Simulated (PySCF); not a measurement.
Gas-phase reaction: 2 SiH3 + SiCl2 = c-Si3H6 + Cl2

Method: PySCF energies plus ideal-gas RRHO corrections (1 bar). † marks an energy on the PBE0/def2-TZVP geometry and frequencies. CCSD(T) freezes the core. Open shells (unrestricted): SiH3 (multiplicity 2); the rest are closed-shell singlets. c-Si3H6: computed as isolated molecules; such fragments, hydroxides, amides, oligomers or adducts are transient or little studied in the gas. CCSD(T) isn't extrapolated to the basis-set limit.

HF/def2-TZVP† gives ΔH°(298 K) = 170 kJ.

What do BLYP/def2-TZVP†, CCSD(T)/def2-TZVPP†, ωB97M-V/def2-TZVP† give?

BLYP/def2-TZVP†: 70 kJ; CCSD(T)/def2-TZVPP†: 45 kJ; ωB97M-V/def2-TZVP†: 43 kJ. For scale, ΔH°(298 K) is 170 kJ at this level, 43 kJ at ωB97M-V/def2-TZVP†, and runs from -40 to 173 kJ over the 20 levels computed.
